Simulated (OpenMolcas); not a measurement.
## Predicting a hybrid from its neighbours: CH3AlO

The species is CH3AlO (6 atoms), meant as a singlet with charge 0. As SMILES, `[CH3][Al]=[O]`. The shape is that of a PBE0-D4/def2-TZVP optimisation.

The dipole moment y, in D, basis aug-cc-pVDZ; a is the functional's share of exact exchange. Programs: OpenMolcas 26.06.

```
functional     program     a  y (D)
    r2SCAN  OpenMolcas     0   5.71
      BLYP  OpenMolcas     0   5.53
     B3LYP  OpenMolcas   0.2      ?
      PBE0  OpenMolcas  0.25   5.92
     BHLYP  OpenMolcas   0.5   6.27
```

Task: Fit y = c + s·a to the known rows and predict B3LYP.

Result: 
1. Means of the 4 rows: a = 0.1875, y = 5.857.
2. Σ(Δa)² = 0.17188, Σ(Δa·Δy) = 0.22187, so the slope is 0.22187/0.17188 = 1.2908.
3. Intercept: 5.857 − (1.2908) × 0.1875 = 5.615. The largest residual of the fit is 0.095.
4. B3LYP: 5.615 + (1.2908) × 0.2 = 5.87 D.

The run gave 5.85 D, so the prediction is off by +0.02 D, within the largest residual. More exact exchange makes the molecule more polar here. The rows mix families of semi-local functionals, which the line can't see.
